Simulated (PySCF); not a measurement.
# Basis-set dependence of population analyses: CH3CH2CF(CH3)2

Species: CH3CH2CF(CH3)2, C5H11F.
Structure used (PBE0-D3(BJ)/def2-SVP), in Å, numbered top down from 1:
```xyz
17
C5H11F angstrom
C      1.981   -0.568    0.182
C      0.933    0.436   -0.268
C     -0.472    0.181    0.276
C     -1.420    1.302   -0.109
C     -1.027   -1.178   -0.114
F     -0.378    0.193    1.671
H      2.986   -0.256   -0.140
H      1.986   -0.650    1.278
H      1.801   -1.571   -0.232
H      1.227    1.446    0.062
H      0.877    0.474   -1.369
H     -1.548    1.351   -1.200
H     -2.406    1.142    0.351
H     -1.028    2.269    0.239
H     -0.396   -1.985    0.282
H     -1.082   -1.280   -1.208
H     -2.039   -1.305    0.299
```

PBE0 throughout (PySCF), one geometry, spherical d and f functions. One conformer (not necessarily the lowest) at the PBE0-D3(BJ)/def2-SVP geometry, without solvent, vibrations or thermal averaging. Atoms taken as equivalent share a column and are averaged. The first 7 of 8 kinds of atom are listed.

Mulliken charges (e):

```json
{"basis": "pcSseg-0", "functions": "76", "C1": "-0.638", "C2": "-0.474", "C3": "+0.062", "C4/C5": "-0.578", "F6": "-0.391", "H7/H8/H9": "+0.235", "H10/H11": "+0.240"}
{"basis": "cc-pVDZ", "functions": "139", "C1": "-0.078", "C2": "-0.053", "C3": "-0.069", "C4/C5": "-0.010", "F6": "-0.254", "H7/H8/H9": "+0.047", "H10/H11": "+0.034"}
{"basis": "pcSseg-1", "functions": "157", "C1": "-0.276", "C2": "-0.220", "C3": "-0.068", "C4/C5": "-0.204", "F6": "-0.341", "H7/H8/H9": "+0.120", "H10/H11": "+0.118"}
{"basis": "aug-cc-pVDZ", "functions": "237", "C1": "+0.461", "C2": "+0.817", "C3": "-0.689", "C4/C5": "+0.717", "F6": "-0.651", "H7/H8/H9": "-0.135", "H10/H11": "-0.265"}
{"basis": "IGLO-III", "functions": "320", "C1": "-0.406", "C2": "-0.231", "C3": "+0.340", "C4/C5": "-0.419", "F6": "-0.280", "H7/H8/H9": "+0.127", "H10/H11": "+0.122"}
```

IAO charges (e):

```tsv
basis	functions	C1	C2	C3	C4/C5	F6	H7/H8/H9	H10/H11
pcSseg-0	76	-0.425	-0.277	+0.284	-0.434	-0.318	+0.145	+0.141
cc-pVDZ	139	-0.413	-0.260	+0.332	-0.427	-0.340	+0.139	+0.132
pcSseg-1	157	-0.412	-0.260	+0.327	-0.424	-0.347	+0.140	+0.133
aug-cc-pVDZ	237	-0.425	-0.264	+0.333	-0.435	-0.354	+0.143	+0.136
IGLO-III	320	-0.428	-0.266	+0.332	-0.438	-0.355	+0.144	+0.137
```

Hirshfeld charges (e):

```json
{"basis": "pcSseg-0", "functions": "76", "C1": "-0.105", "C2": "-0.062", "C3": "+0.129", "C4/C5": "-0.114", "F6": "-0.131", "H7/H8/H9": "+0.034", "H10/H11": "+0.031"}
{"basis": "cc-pVDZ", "functions": "139", "C1": "-0.113", "C2": "-0.071", "C3": "+0.111", "C4/C5": "-0.121", "F6": "-0.109", "H7/H8/H9": "+0.036", "H10/H11": "+0.036"}
{"basis": "pcSseg-1", "functions": "157", "C1": "-0.118", "C2": "-0.075", "C3": "+0.110", "C4/C5": "-0.126", "F6": "-0.115", "H7/H8/H9": "+0.038", "H10/H11": "+0.038"}
{"basis": "aug-cc-pVDZ", "functions": "237", "C1": "-0.126", "C2": "-0.083", "C3": "+0.098", "C4/C5": "-0.132", "F6": "-0.115", "H7/H8/H9": "+0.041", "H10/H11": "+0.043"}
{"basis": "IGLO-III", "functions": "320", "C1": "-0.125", "C2": "-0.083", "C3": "+0.099", "C4/C5": "-0.132", "F6": "-0.115", "H7/H8/H9": "+0.041", "H10/H11": "+0.043"}
```

ESP-fitted charges (e):

| basis | functions | C1 | C2 | C3 | C4/C5 | F6 | H7/H8/H9 | H10/H11 |
| --- | --- | --- | --- | --- | --- | --- | --- | --- |
| pcSseg-0 | 76 | -0.385 | -0.045 | +0.810 | -0.758 | -0.354 | +0.103 | +0.030 |
| cc-pVDZ | 139 | -0.297 | +0.022 | +0.616 | -0.578 | -0.291 | +0.076 | +0.010 |
| pcSseg-1 | 157 | -0.314 | +0.035 | +0.658 | -0.633 | -0.317 | +0.081 | +0.009 |
| aug-cc-pVDZ | 237 | -0.331 | +0.034 | +0.697 | -0.687 | -0.324 | +0.084 | +0.011 |
| IGLO-III | 320 | -0.338 | +0.033 | +0.685 | -0.683 | -0.319 | +0.087 | +0.013 |

Some averages cover members that differ in this geometry, most widely: C4/C5, ESP-fitted in aug-cc-pVDZ -0.773 to -0.602; C4/C5, ESP-fitted in IGLO-III -0.766 to -0.599; C4/C5, ESP-fitted in pcSseg-0 -0.835 to -0.681; C4/C5, ESP-fitted in pcSseg-1 -0.707 to -0.559 e.

Task: Which scheme is steadiest as the basis changes?

Result: Largest range over the bases for any column: Hirshfeld 0.03 e, IAO 0.05 e, ESP-fitted 0.19 e, Mulliken 1.29 e. Hirshfeld charges move least and Mulliken charges most, counted in e.

Task: How much do the charges still move between the two largest bases, aug-cc-pVDZ and IGLO-III?

Result: At most, over all atoms: Mulliken 1.140 e, IAO 0.003 e, Hirshfeld 0.001 e, ESP-fitted 0.012 e.

Task: What do the same runs give for the total energy, the frontier levels and the dipole moment?

Result: 
```tsv
basis	energy (Eh)	HOMO (eV)	LUMO (eV)	μ (D)
pcSseg-0	-295.9985	-8.82	1.93	1.92
cc-pVDZ	-296.6826	-8.67	1.72	1.63
pcSseg-1	-296.6379	-8.86	1.32	1.80
aug-cc-pVDZ	-296.7050	-8.84	-0.10	1.82
IGLO-III	-296.7937	-8.86	0.67	1.80
```

The dipole is fixed by the density alone, so its range of 0.29 D shows that the density itself changes with the basis, not only its division among atoms.
